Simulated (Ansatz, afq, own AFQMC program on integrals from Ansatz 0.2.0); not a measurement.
**Where AFQMC and coupled cluster stand for AlGaCl⁺, triplet**

```xyz
3

Cl    0.0000    0.0000   -2.1660
Al    0.0000    0.0000   -0.0752
Ga    0.0000    0.0000    2.2412
```

Connectivity, by distances: Cl–Al–Ga.

Basis cc-pVDZ. Only valence electrons are correlated. Ansatz 0.2.0 and our own AFQMC program on the same integrals; the CISD trial comes from CCSD amplitudes, and released means the phaseless constraint is let go. Error bars are statistical, one sigma. No spin–orbit coupling.

Determinant: UHF, the one that the program's search chose, which needn't be the lowest solution. The geometry is a PBE0/def2-TZVP stationary point of this or a neighbouring charge and spin state.

No full CI on the walks' own integrals is used here; CCSDT(Q) serves as the reference and is uncertain by about the last step of the cluster series.

Cautions: no relativity below Rb; no spin-orbit coupling; inner d shell frozen; lower spins were not checked.

```
T1 diagnostic                               : 0.0204
weight of the determinant in the CISD state : 0.870
⟨S²⟩ of the determinant                     : 2.019
size of the correlated space                : 12 electrons in 39 orbitals
```

Reference: CCSDT(Q), correlation energy -6.250 eV. The released energy is read at 2.40 1/Eh (meV from the phaseless value at times in 1/Eh: 4 ± 12 at 0.24, 1 ± 11 at 0.51, 3 ± 11 at 0.99, -12 ± 12 at 1.62, -20 ± 20 at 2.40).

| level | E − E(reference) (kJ/mol) | share of correlation (%) |
| --- | --- | --- |
| HF | 603.0 | 0.00 |
| MP2 | 94.1 | 84.39 |
| CCSD | 21.6 | 96.42 |
| CCSD(T) | 4.5 | 99.26 |
| CCSDT | 1.5 | 99.75 |
| ph-AFQMC/HF | 4.5 ± 5.2 | 99.25 |
| ph-AFQMC/CISD | 0.7 ± 1.1 | 99.88 |
| released AFQMC | -1.3 ± 1.9 | 100.21 |

A walk keeps the symmetry of its determinant, which the program's search chose and which needn't be the lowest solution, so a lower state of the same spin and another symmetry isn't excluded. Released energies are given only where the last usable release times agree within the noise; a slower fall can still hide under it.
